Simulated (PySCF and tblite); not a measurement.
Values are calculated unless marked as measured or tabulated.
**Conformers and averaged properties: C4H6O, numbered as in [CH2:1]=[CH:2][O:3][CH:4]=[CH2:5]**

Search: ETKDG and KDG, MMFF94s, GFN2-xTB, 90 starts; geometries at PBE0-D3(BJ)/def2-SVP. Free energies are CAM-B3LYP-D3(BJ)/def2-TZVP single points with GFN2-xTB rigid-rotor and vibrational terms (modes under about 100 cm⁻¹ blended into free rotors). Symmetry numbers and mirror images are counted. Conformers within 3 kcal/mol (GFN2-xTB free energy) were kept, 8 at most. GIAO shieldings: mPW1PW91/pcSseg-2. Couplings: B3LYP/pcJ-1 (gas phase; spin-dipole term only for pairs with B, N, F, Si or P). Couplings are for ¹³C, ¹H, ¹⁷O. Shifts are against TMS (¹H), TMS (¹³C) at the same level; of two unlike H on one atom, a is the less shielded. Programs: PySCF with density fitting and tblite.

Torsions listed: C1–C2–O3–C4, C2–O3–C4–C5. Of a mirror pair one member is shown.

```csv
conformer,shape,symmetry,E(GFN2) kcal/mol,E(DFT) kcal/mol,G(298.15 K) kcal/mol,weight %,dipole D
1,"151°, -18°",C1 (pair),0.47,0.08,0.00,71.9,0.74
2,"179°, -179°",C2v,0.00,0.00,0.56,27.9,1.29
3,"22°, 22°",C2 (pair),1.49,3.05,3.52,0.2,0.35
```

Weights (%) against temperature:

```tsv
T (K)	1	2	3	S(mix) cal/mol/K
250	70.9	29.0	0.1	2.19
273.15	71.5	28.4	0.1	2.19
298.15	71.9	27.9	0.2	2.20
323.15	72.2	27.5	0.3	2.21
373.15	72.6	26.9	0.6	2.23
```

Averaged shifts at 298.15 K. ¹H: 6.65 (H2/H4, 2H), 4.70 (H1a/H5a, 2H), 4.41 (H1b/H5b, 2H) ppm. ¹³C: 160.1 (C2/C4), 98.8 (C1/C5) ppm.

Averaged couplings (Hz): ¹J(C1,C2) 89.7, ²J(C1,O3) -4.8, ¹J(C1,H1b) 174.2, ¹J(C1,H1a) 168.7, ²J(C1,H2) 9.9, ¹J(C2,O3) 25.0, ²J(H1b,C2) 7.7, ²J(H1a,C2) -6.1, ¹J(C2,H2) 188.5, ³J(C2,H4) 6.3, ⁴J(C2,H5b) 0.5, ³J(H1b,O3) -9.5, ³J(H1a,O3) -3.6, ²J(H2,O3) -10.7, ²J(H1b,H1a) -1.3, ³J(H1b,H2) 7.5, ³J(H1a,H2) 15.1, ⁴J(H2,H4) -0.6.

Coordinates of conformer 1 (Å):

```xyz
11

C    -2.122   -0.213    0.532
C    -0.836   -0.536    0.418
O    -0.254   -0.751   -0.790
C     1.064   -0.488   -0.945
C     1.838    0.263   -0.158
H    -2.571   -0.123    1.522
H    -2.743   -0.050   -0.350
H    -0.179   -0.701    1.280
H     1.444   -0.975   -1.847
H     2.893    0.374   -0.407
H     1.459    0.791    0.719
```

Coordinates of conformer 2 (Å):

```xyz
11

C    -2.316    0.366   -0.331
C    -1.187   -0.320   -0.164
O     0.027    0.277   -0.159
C     1.131   -0.478    0.037
C     2.354    0.046    0.072
H    -3.271   -0.160   -0.329
H    -2.303    1.448   -0.471
H    -1.172   -1.408   -0.020
H     0.943   -1.552    0.166
H     3.214   -0.604    0.232
H     2.513    1.118   -0.057
```

Shifts are unscaled: against experiment ¹³C can be off by 15 ppm or more and ¹H by 0.8 ppm.

Search and properties took 2.4 min on 1 thread of Arm Neoverse V2, shared host (rough), launched as `OMP_NUM_THREADS=1 python ens_run.py task.json out`.
